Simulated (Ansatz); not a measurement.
# SiNH2Cl (SMILES N[Si]Cl) at 6 levels

Aim: a comparison of 6 runs (BHLYP/STO-3G, HSE06/STO-3G, PBE0/STO-3G, UPBE0/STO-3G, r2SCAN0/STO-3G, CCSDT/STO-3G) of SiNH2Cl. 

The calculation is run with Ansatz 0.2.0.

66 further runs of the same task are left out: 66 set aside as unsound or not needed.

### 1 The system as given

SiNH2Cl has 5 atoms, charge 0, and is taken as a singlet. SMILES: `N[Si]Cl`. The H4–N1 distance was set to 2.018 Å, away from the relaxed value. At this shape a bond of the SMILES string is far longer than usual.

Bond lengths: N1–Si2 1.701 Å, Si2–Cl3 2.104 Å, N1–H5 1.010 Å. Angles: N1–Si2–Cl3 98.2°, Si2–N1–H5 126.0°.

### 2 A single-point energy at BHLYP/STO-3G (run 1)

File job.yaml:

```yaml
crystal:
  periodic: [false, false, false]
  atoms:
    - {symbol: N, position_ang: [0.176914, -0.371840, -0.240400]}
    - {symbol: Si, position_ang: [0.208914, -1.297040, 1.186100]}
    - {symbol: Cl, position_ang: [0.974114, -3.079740, 0.370800]}
    - {symbol: H, position_ang: [-0.473300, 1.538600, -0.227400]}
    - {symbol: H, position_ang: [0.463714, -0.684640, -1.156500]}
basis:
  gaussian: {orbitals: STO-3G}
hamiltonian: {xc: {name: BHLYP}}
accuracy: high
```

Run with:

```bash
ansatz run job.yaml --threads 1 --pin off --max-ram 2610MiB --events-out events.jsonl --progress --plain --runs-dir runs
```

Output:

```text
Warning: RAYON_NUM_THREADS=1 ignored (pool sized by the plan → 1); use --threads N
Functional definition: BHLYP
  name "BHLYP"
  parameter a = 0.5
  exchange = (1 - a)*b88_x + a*exact_x
  correlation = lyp_c
453 factors; integrals over basis functions are off by at most 1.3e-8 eV
mean field evaluation 1: about -21666.6954 eV, gradient 2.6e1 eV
mean field evaluation 2: about -21658.8875 eV, gradient 5.7e1 eV
mean field evaluation 4: about -21669.7199 eV, gradient 9.7e-1 eV
mean field evaluation 8: about -21669.7255 eV, gradient 4.3e-2 eV
mean field evaluation 16: about -21669.7256 eV, gradient 1.3e-6 eV
mean field -21669.72555161 eV, -796.3477257542 hartree, gradient 3.7e-8 eV, S^2 0.000000; 0 other end points of the search recorded, 0 dependent functions left out
reference -21669.72557217 eV, -796.3477265099 hartree; 20, 20 occupied and 5, 5 virtual orbitals, 453 factors
Total energy: -21669.72557217 eV, -796.3477265099 hartree
```

Run time: 1.6 s. Hardware: 1 thread of Arm Neoverse V1, shared host; peak memory 0.099 GiB.

### 3 A single-point energy at HSE06/STO-3G (run 2)

File run.yaml:

```yaml
crystal:
  periodic: [false, false, false]
  atoms:
    - {symbol: N, position_ang: [0.176914, -0.371840, -0.240400]}
    - {symbol: Si, position_ang: [0.208914, -1.297040, 1.186100]}
    - {symbol: Cl, position_ang: [0.974114, -3.079740, 0.370800]}
    - {symbol: H, position_ang: [-0.473300, 1.538600, -0.227400]}
    - {symbol: H, position_ang: [0.463714, -0.684640, -1.156500]}
basis:
  gaussian:
    orbitals: STO-3G
hamiltonian:
  xc: {name: HSE06}
accuracy: high
```

Run with:

```bash
ansatz run run.yaml --threads 1 --pin off --max-ram 2610MiB --events-out events.jsonl --progress --plain --runs-dir runs
```

Output:

```text
Warning: RAYON_NUM_THREADS=1 ignored (pool sized by the plan → 1); use --threads N
Functional definition: HSE06
  name "HSE06"
  parameter a = 0.25
  parameter omega = 0.11/bohr
  exchange = pbe_x - a*pbe_x_sr(omega) + a*exact_x_sr(omega)
  correlation = pbe_c
453 factors; integrals over basis functions are off by at most 1.3e-8 eV
67 factors; integrals over basis functions are off by at most 1.2e-9 eV
mean field evaluation 1: about -21658.0749 eV, gradient 2.9e1 eV
mean field evaluation 2: about -21628.6404 eV, gradient 9.2e1 eV
mean field evaluation 4: about -21661.5577 eV, gradient 3.7e0 eV
mean field evaluation 8: about -21661.6223 eV, gradient 1.5e-1 eV
mean field evaluation 16: about -21661.6225 eV, gradient 5.5e-6 eV
mean field -21661.62249029 eV, -796.0499437432 hartree, gradient 1.7e-8 eV, S^2 0.000000; 0 other end points of the search recorded, 0 dependent functions left out
reference -21661.62249230 eV, -796.0499438168 hartree; 20, 20 occupied and 5, 5 virtual orbitals, 453 factors
Total energy: -21661.62249230 eV, -796.0499438168 hartree
```

Wall time 1.8 s (1 thread of Arm Neoverse V1, shared host); peak memory 0.1 GiB.

Runs 3 to 5 aren't shown in full; the table further down has their settings and results.

### 4 A single-point energy at CCSDT/STO-3G (run 6)

File input.yaml:

```yaml
basis:
  gaussian:
    orbitals: STO-3G
crystal:
  periodic: [false, false, false]
  atoms:
    - {symbol: N, position_ang: [0.176914, -0.371840, -0.240400]}
    - {symbol: Si, position_ang: [0.208914, -1.297040, 1.186100]}
    - {symbol: Cl, position_ang: [0.974114, -3.079740, 0.370800]}
    - {symbol: H, position_ang: [-0.473300, 1.538600, -0.227400]}
    - {symbol: H, position_ang: [0.463714, -0.684640, -1.156500]}
correlation:
  method: ccsdt
  frozen_orbitals: {Cl: 5, H: 0, "N": 1, Si: 5}
accuracy: high
scf:
  omitted_lower_state_checks: [cluster_reference, increment]
```

Run with:

```bash
ansatz run input.yaml --threads 1 --pin off --max-ram 2610MiB --events-out events.jsonl --progress --plain --runs-dir runs
```

Output:

```text
Warning: RAYON_NUM_THREADS=1 ignored (pool sized by the plan → 1); use --threads N
[... 11 lines left out ...]
11 core orbitals not correlated: weight in the atoms' cores, before any rotation towards them, 1.000 or more for the frozen orbitals, at most 0.000 for the correlated occupied ones
[... 42 lines left out ...]
WARN: these amplitudes may be one of several solutions (largest doubles amplitude 0.40, level shift 2.63 eV)
Total energy: -21635.08170779 eV, -795.0745879760 hartree
Checks for a lower state left out: cluster_reference, increment
```

Run time: 0.61 s. Hardware: 1 thread of Arm Neoverse V1, shared host.

### 5 Overview of the runs

| run | level | frozen core orbitals | energy (Eh) | wall time |
| --- | --- | --- | --- | --- |
| 1 | BHLYP/STO-3G | – | -796.347727 | 1.6 s |
| 2 | HSE06/STO-3G | – | -796.049944 | 1.8 s |
| 3 | PBE0/STO-3G | – | -796.065406 | 1.4 s |
| 4 | UPBE0/STO-3G | – | -796.081790 | 6.9 s |
| 5 | r2SCAN0/STO-3G | – | -796.324779 | 3.6 s |
| 6 | CCSDT/STO-3G | 11 | -795.074588 | 0.61 s |

### 6 Summary of results

| quantity | value |
| --- | --- |
| run 6: total energy | -795.07459 Eh |
| run 6: correlation energy (11 core orbitals frozen) | -216.2 mEh |
| run 6: T1 diagnostic | 0.025 |

In words: Totals of different functionals can't be ranked against each other. In run 6 the log says that unrestricted orbitals would lower the reference, so the values rest on an unstable closed-shell determinant (other closed-shell runs at this shape may share the fault). In runs 1, 2, 3, 4, 5, 6 the basis is minimal, so the values are rough. In runs 1, 2, 3, 5 a closed-shell determinant meets a far-stretched bond, which it describes badly. Spin contamination of the reference: run 4 ⟨S²⟩ = 0.63. Where it is this large, the reference is a mixture of spin states, and values that rest on it are in doubt. All runs together took 16 s, the longest 6.9 s.
